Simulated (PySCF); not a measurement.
What builds the first ionisation energy along the second row

All values are computed (PySCF 2.14, energy differences of UHF-based or UKS calculations, no spin-orbit coupling). Each column adds one step, in eV (sums use unrounded values): valence MP2, valence CCSD, valence triples, then the next inner shell at CCSD(T) (Be 1s, B 1s, C 1s, N 1s, O 1s, F 1s, Ne 1s). References (NIST) marked * lie between the lowest fine-structure levels; the others compare directly ((s) semi-empirical, (t) theoretical).

```csv
element,UHF,+ MP2,+ CCSD,+ (T),+ inner shell,sum,reference
"Be [He] 2s2 → [He] 2s1 (aug-cc-pCVDZ, non-relativistic)",8.048,0.712,0.508,0.000,0.004,9.272,9.323
"B [He] 2s2 2p1 → [He] 2s2 (aug-cc-pwCVDZ, non-relativistic)",8.021,0.128,-0.091,0.025,0.013,8.095,8.297
"C [He] 2s2 2p2 → [He] 2s2 2p1 (aug-cc-pwCVDZ, non-relativistic)",10.804,0.336,-0.094,0.016,0.012,11.074,11.262
"N [He] 2s2 2p3 → [He] 2s2 2p2 (aug-cc-pwCVDZ, non-relativistic)",13.921,0.556,-0.135,0.012,0.012,14.366,14.545
"O [He] 2s2 2p4 → [He] 2s2 2p3 (aug-cc-pwCVDZ, non-relativistic)",12.049,1.055,0.016,0.031,0.011,13.162,13.608
"F [He] 2s2 2p5 → [He] 2s2 2p4 (aug-cc-pwCVDZ, non-relativistic)",15.760,1.415,-0.092,0.035,0.010,17.127,17.427
"Ne [Ne] → [He] 2s2 2p5 (aug-cc-pwCVDZ, non-relativistic)",19.845,1.773,-0.233,0.037,0.010,21.432,21.597
```

Double-zeta sets recover only part of the correlation energy.

What remains against the references is mostly basis incompleteness.

Problem. What share of the correlation contribution for Ne comes from the inner shell?

Solution. The four steps add to 1.587 eV, of which the inner shell gives 0.010 eV, or 1 %.
